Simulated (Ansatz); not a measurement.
**Zinc-blende BP: width of the whole s-p valence band by level of theory**

No measured value is used here.

```tsv
level (code)	value (eV)	cell (Å³/atom)
LDA (Ansatz)	15.40	11.68
PBE (Ansatz)	15.46	11.68
rVV10 (Ansatz)	15.22	11.89
r²SCAN-D4 (Ansatz)	16.38	11.55
PBE0-D3(BJ) (Ansatz)	…	11.27
r²SCAN50 (Ansatz)	19.33	11.41
Hartree–Fock (Ansatz)	…	11.68
```

Task: What belongs in the gaps?

Result: 
- PBE0-D3(BJ) (Ansatz, a first-principles code), value (eV): 17.54
- Hartree–Fock (Ansatz), value (eV): 21.73

Widths are read from band energies on the run's k points.  Values are at the level's own equilibrium cell; LDA at the measured cell; PBE at the measured cell; Hartree–Fock at the measured cell. Cutoffs and k meshes differ between the levels. Ansatz's density-functional and Hartree–Fock values are scalar-relativistic unless marked +SOC, with PAW data made under PBE.
